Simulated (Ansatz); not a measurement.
**H₂Si–Ge, triplet in cc-pVDZ: errors against UCCSDT(Q)**

Geometry: displaced at random from a stationary point.

```xyz
4

Si    0.0007    0.0112    1.6468
Ge   -0.0002   -0.0050   -0.7064
H     0.0478    1.2463    2.4960
H    -0.0550   -1.2004    2.5258
```

Basis cc-pVDZ; Ansatz 0.2.0. Correlated methods freeze the noble-gas cores and the filled d shells of p-block atoms, which leaves 10 electrons in 36 orbitals. Prefix R: restricted or restricted open-shell reference; prefix U: unrestricted. Active spaces: valence = (10e, 10o) chosen from the atoms' valence shells. No spin–orbit coupling is included, and no scalar relativity.

Full CI isn't at hand for all of this; UCCSDT(Q) serves as the reference, and is uncertain by about the last step of the cluster series. The frozen core follows each run's orbitals, which can shift R against U totals by a few meV for light atoms and by up to 0.1 eV past Ca.

The UHF ⟨S²⟩ is 2.025 and the T1 diagnostic (RCCSD) is 0.0192. The largest doubles amplitude (RCCSD) is 0.054 and the T1 diagnostic (UCCSD) is 0.0204.

| level | E − E(RHF) (eV) |
| --- | --- |
| UHF | -0.1336 |
| UMP2 | -4.0369 |
| UCCSD | -5.0455 |
| UCCSD(T) | -5.2042 |

Estimate how far UCCSDT(Q) in cc-pVDZ lies from UCCSD(T). The table doesn't fix it; the size of (T) and the diagnostics are the guide.

UCCSDT(Q) in cc-pVDZ lies 1.07 kcal/mol below UCCSD(T), which is 29 % of the (T) step (-3.66 kcal/mol). The diagnostics give no warning, yet the rest is a sizeable part of (T). The miss exceeds 1 kcal/mol.

The other levels:

| level | E − E(UCCSDT(Q)) (kcal/mol) | share of correlation (%) | wall time |
| --- | --- | --- | --- |
| UCCSDT | 0.21 | 99.83 | – |

The correlation energy at UCCSDT(Q), counted from RHF, is -5.251 eV. That run took 27 s on 1 thread of Arm Neoverse V2, shared host.

Run but not shown, since their state or frozen core can't be matched to the reference's or they repeat it: RHF, RMP2, CISD, RCCSD, RCCSD(T), BCCD(T), RCCSDT, RCCSDT(Q), CASSCF (valence space), NEVPT2 (valence space), MRCISD (valence space), MRCISD+Q (valence space).

Times hold each run's SCF and search for its determinant on a shared host, so for small cases they say little of a method's own cost; they ran on 1 thread of Arm Neoverse V2.

Natural occupations of CASSCF (valence space) about the gap: 1.984 1.977 1.973 1.943 1.000 0.993 0.044 0.043 0.022 0.021; effectively unpaired electrons, Σ n²(2−n)², 2.04.
